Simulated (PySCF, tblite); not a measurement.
# C₅H₇O radical: geometry, infrared bands and EPR parameters

Aim: predict the infrared bands and EPR parameters of C₅H₇O radical (`O[CH]CC1=CC1`).

The runs use tblite 0.8.0 and PySCF 2.14.0, with density-fitted response routines of our own; the level of theory stands in each step. All values are computed, except where a source is named. Atoms are numbered from 0 throughout.

## Step 1: The starting structure

13 atoms, charge 0, multiplicity 2; geometry from: force field or distance geometry start.

Bonds of the start (Å): O0–C1 1.39, C1–C2 1.53, C2–C3 1.48, C3–C4 1.33, C4–C5 1.49, C5–C3 1.50, O0–H6 1.00, C1–H7 1.10, C2–H8 1.12, C2–H9 1.10, C4–H10 1.09, C5–H11 1.12, C5–H12 1.09.

## Step 2: Geometry optimisation with GFN2-xTB

What the job is given:

```
{"job": {"kind": "relax", "xc": "GFN2-xTB", "basis": "xTB"}, "charge": 0, "multiplicity": 2}
O     -2.046100    -0.938200     0.397300
C     -1.503100     0.335400     0.541800
C     -0.597600     0.683900    -0.639900
C      0.795900     0.244700    -0.385300
C      2.100800     0.436900    -0.207500
C      1.629600    -0.972300    -0.090100
H     -2.686700    -0.954200    -0.369000
H     -2.332500     1.046000     0.671400
H     -0.572500     1.805400    -0.642600
H     -1.005100     0.252500    -1.561000
H      2.967500     1.090500    -0.180900
H      1.376100    -1.381800     0.919900
H      1.869300    -1.648300    -0.916900
```

Launch:

```sh
$ OMP_NUM_THREADS=1 python probes_run.py task.json out
```

One launch serves the whole session: the jobs run in the order shown.

**Question.** This job is followed by: GFN2-xTB harmonic vibrations, gas phase; UKS B3LYP, pcH-1 on C H O, non-relativistic, mean-field spin-orbit, GIAO. What will the session give for the following? strongest single infrared mode (GFN2-xTB); zero-point energy (GFN2-xTB); g(iso) (B3LYP); ⟨S²⟩; largest a(iso) (averaged by class); surface potential, 1st and 99th percentile.

As calculated:

```
                                 quantity                  value
strongest single infrared mode (GFN2-xTB)  1355 cm⁻¹, 234 km/mol
             zero-point energy (GFN2-xTB)          63.8 kcal/mol
                           g(iso) (B3LYP)                2.00311
                                     ⟨S²⟩     0.755 (exact 0.75)
       largest a(iso) (averaged by class)   13C on C1, 145.6 MHz
    surface potential, 1st and 99th percentile     -1.29 V and 2.42 V
```

Relaxing lowered the energy by 0.998 eV in 94 steps; the close pair that moved most is C1–C2, from 1.529 to 1.490 Å. No mode is imaginary among the 33: a minimum at this level. The strongest single mode, at 1355 cm⁻¹, is carried by C1, H7, O0. Unscaled tight-binding wavenumbers are off by several per cent, some by more. Its intensities can rank the bands wrongly. Most of the unpaired spin sits on C1 (0.87 e). The isotropic g lies 0.8 ppt above the free-electron value.
